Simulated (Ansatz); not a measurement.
in.yaml

```yaml
crystal:
  periodic: [false, false, false]
  atoms:
    - {symbol: Si, position_ang: [0.000000, 0.000000, -1.906474]}
    - {symbol: C, position_ang: [0.000000, 0.000000, 0.413526]}
    - {symbol: H, position_ang: [0.000000, 0.000000, 1.492949]}
basis:
  gaussian: {orbitals: 6-31G}
magnetization: {spin_polarized: true, initial_magnetization: 1}
correlation: {method: ccsdt_q, electrons: outside_noble_gas}
```

```sh
$ ansatz run in.yaml --threads 1 --pin off --events-out ev --progress --plain --max-ram 2393MiB
```

Output:

```
498 factors; integrals over basis functions are off by at most 6.9e-8 eV
mean field evaluation 1: about -8897.8735 eV, gradient 1.5e1 eV
mean field evaluation 2: about -8897.8741 eV, gradient 1.5e1 eV
mean field evaluation 4: about -8900.1390 eV, gradient 2.5e0 eV
mean field evaluation 8: about -8900.0429 eV, gradient 1.0e0 eV
mean field evaluation 16: about -8902.3818 eV, gradient 3.5e-6 eV
mean field evaluation 32: about -8900.9486 eV, gradient 6.3e0 eV
mean field evaluation 64: about -8899.9345 eV, gradient 1.1e-4 eV
mean field evaluation 96: about -8900.7555 eV, gradient 1.1e0 eV
mean field evaluation 128: about -8901.4215 eV, gradient 5.3e-3 eV
mean field evaluation 160: about -8900.9336 eV, gradient 6.5e-1 eV
...
cycle  33  -3.27215187 eV  change   -3.4e-6 eV  update   2.3e-6
cycle  34  -3.27215470 eV  change   -2.8e-6 eV  update   1.7e-6
cycle  35  -3.27215625 eV  change   -1.5e-6 eV  update   1.3e-6
cycle  36  -3.27215925 eV  change   -3.0e-6 eV  update   1.0e-6
cycle  37  -3.27216112 eV  change   -1.9e-6 eV  update   7.6e-7
cycle  38  -3.27216233 eV  change   -1.2e-6 eV  update   5.7e-7
cycle  39  -3.27216433 eV  change   -2.0e-6 eV  update   4.6e-7
cycle  40  -3.27216542 eV  change   -1.1e-6 eV  update   3.3e-7
cycle  41  -3.27216632 eV  change   -9.0e-7 eV  update   2.3e-7
cycle  42  -3.27216665 eV  change   -3.3e-7 eV  update   1.5e-7
perturbative correction -0.03797813 eV, -0.0013956705 hartree
Total energy: -8905.69192888 eV, -327.2781418917 hartree
```

For the same geometry and basis full CI lies 3.2 meV lower.

Ran on 1 thread of Intel Xeon Platinum 8488C, shared host: 6 s wall, 0.17 GiB peak host memory.
